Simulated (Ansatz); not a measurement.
# CH4N (quartet): wave-function methods side by side at distance C1–H5 along a hydrogen transfer = 1.496 Å, cc-pVDZ

One table from this session's results is given with a row withheld; the runs are named, their logs left out.

Program: Ansatz 0.2.0, Gaussian basis. Level of theory: cc-pVDZ, core rule «outside noble gas», up to 2 orbitals frozen. These are calculated values, not measurements.

Plan: UHF; CCSD(T) on ROHF; CCSD(T) on UHF; BCCD(T) on ROHF; CISD; CCSDT(Q) on ROHF; CCSDT(Q) on UHF; CASSCF and MRCISD+Q, 5 electrons in 5 orbitals; CASSCF and NEVPT2, 5 electrons in 5 orbitals.

5 further runs of the same task are left out: 3 that didn't finish, 2 set aside as unsound or not needed.

**What is computed**

The geometry derives from fragments relaxed apart (PBE0/def2-TZVP) and kept rigid, so it is no stationary point. A hydrogen atom is moved between rigid fragments.

6 atoms, charge 0, spin multiplicity 4.

Atoms are counted from 1 here; the program's logs count them from 0.

Bond lengths: C1–H2 1.090 Å, C1–H3 1.090 Å, C1–H4 1.090 Å, H5–N6 1.202 Å. Angles: H2–C1–H3 109.5°, H2–C1–H4 109.5°, H3–C1–H4 109.5°.

As a file:

```xyz
6
CH4N
C    -1.2712    0.0000    0.0000
H    -1.6344    1.0273    0.0000
H    -1.6344   -0.5137    0.8897
H    -1.6344   -0.5137   -0.8897
H     0.2248    0.0000    0.0000
N     1.4268    0.0000    0.0000
```

The first run:

File in.yaml:

```yaml
crystal:
  periodic: [false, false, false]
  atoms:
    - {symbol: C, position_ang: [-1.271240, 0.000000, 0.000000]}
    - {symbol: H, position_ang: [-1.634445, 1.027301, 0.000000]}
    - {symbol: H, position_ang: [-1.634446, -0.513650, 0.889668]}
    - {symbol: H, position_ang: [-1.634445, -0.513650, -0.889669]}
    - {symbol: H, position_ang: [0.224760, 0.000000, 0.000000]}
    - {symbol: N, position_ang: [1.426760, 0.000000, 0.000000]}
basis:
  gaussian: {orbitals: cc-pVDZ}
magnetization: {spin_polarized: true, initial_magnetization: 3}
hamiltonian: {xc: hf}
output: {orbitals: {seedname: orbitals}}
```

Run with:

```bash
$ ansatz run in.yaml --threads 1 --pin off --events-out ev --progress --plain --max-ram 2393MiB
```

Steps of the session up to this table: UHF; CCSD(T) on ROHF; CCSD(T) on UHF; BCCD(T) on ROHF; CISD; CCSDT(Q) on ROHF; CCSDT(Q) on UHF; CASSCF and MRCISD+Q, 5 electrons in 5 orbitals; CASSCF and NEVPT2, 5 electrons in 5 orbitals.

One of the session's tables, all rows but one given; the rest of the session is left out.

```
       method  from UCCSDT(Q) (meV)
         ROHF               +8566.0
          UHF               +8025.7
         RMP2               +1286.0
         UMP2               +1379.8
         CISD                +853.3
        RCCSD                     ?
        UCCSD                +204.4
     RCCSD(T)                 +35.2
     UCCSD(T)                 +35.0
      BCCD(T)                 +35.5
       RCCSDT                 +12.0
       UCCSDT                  +9.3
    RCCSDT(Q)                  +2.0
    UCCSDT(Q)                     0
  CASSCF pair               +7582.4
  NEVPT2 pair               +1246.3
  MRCISD pair                +703.2
MRCISD+Q pair                 +74.3
```

**Question.** Estimate the row for RCCSD.

**Answer.** from UCCSDT(Q) (meV): +218.0. In the column «from UCCSDT(Q) (meV)» it lies between UCCSD (+204.4) and MRCISD pair (+703.2).

To keep in mind: Restricted and unrestricted rows rest on different reference determinants; where their highest levels disagree by more than a few hundredths of an eV, they describe different states and don't form one ladder.
